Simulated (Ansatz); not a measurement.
System: 2H WSe2. Method: r²SCAN in Ansatz (PAW).

Numerical settings: plane-wave cutoff 600 eV, 12×12×4 k mesh (along the axes of the cell as run), finite displacements, no spin polarisation, scalar-relativistic PAW data made under PBE.

The cell has the measured lattice parameters. Conventional cell: a = 3.2820 Å, b = 3.2820 Å, c = 12.9600 Å, α = 90.00°, β = 90.00°, γ = 120.00°.

```yaml
crystal:
  lattice:
    - [3.28200, 0.00000, 0.00000]
    - [-1.64100, 2.84230, 0.00000]
    - [0.00000, 0.00000, 12.96000]
  atoms:
    - { symbol: W, position: [0.66667, 0.33333, 0.75000] }
    - { symbol: W, position: [0.33333, 0.66667, 0.25000] }
    - { symbol: Se, position: [0.66667, 0.33333, 0.12135] }
    - { symbol: Se, position: [0.33333, 0.66667, 0.62135] }
    - { symbol: Se, position: [0.33333, 0.66667, 0.87865] }
    - { symbol: Se, position: [0.66667, 0.33333, 0.37865] }
```

Harmonic phonon frequencies (cm⁻¹; i marks an imaginary mode; at Γ without the LO shift):

| q point | frequencies |
|---|---|
| Γ | 0 0 0 25 25 44 176 176 178 178 250 250 250 250 253 258 311 314 |

Note: the cell isn't this level's own, so it is under some stress, which shifts stiffness and frequencies.

Ansatz is a quantum-chemistry and plane-wave program.
